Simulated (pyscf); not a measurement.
H₃C–CH₃ (SMILES CC) + [HO–Al–OH]• (SMILES [OH][Al][OH]) -> H₃C–Al(OH)–OH (SMILES [CH3][Al]([OH])[OH]) + CH₃• (SMILES [CH3]) (substitution at C; doublet surface; C–C broken, Al–C formed). Single points on ωB97X-D3(BJ)/def2-SVP structures (PySCF, gas phase). Energies in eV from the separated reactants.

| level | barrier | reaction energy |
|---|---|---|
| ωB97X-D3(BJ)/def2-TZVP | ? | +0.38 |
| PBE/def2-TZVP | ? | ? |
| r²SCAN/def2-TZVP | 1.66 | +0.39 |
| PBE0-D3(BJ)/def2-TZVP | 1.81 | +0.53 |
| M06-2X/def2-TZVP | 1.90 | +0.50 |
| ωB97M-D3(BJ)/def2-TZVP | 1.93 | +0.36 |

### Question
Complete the blanks.

### Answer

- ωB97X-D3(BJ)/def2-TZVP, barrier: 1.98
- PBE/def2-TZVP, barrier: 1.64
- PBE/def2-TZVP, reaction energy: +0.62

The functionals in the table span 0.34 eV in this barrier, from PBE to ωB97X-D3(BJ)/def2-TZVP. One saddle was located; it need not be the lowest between these sides. The angle at the attacked C is 165°.
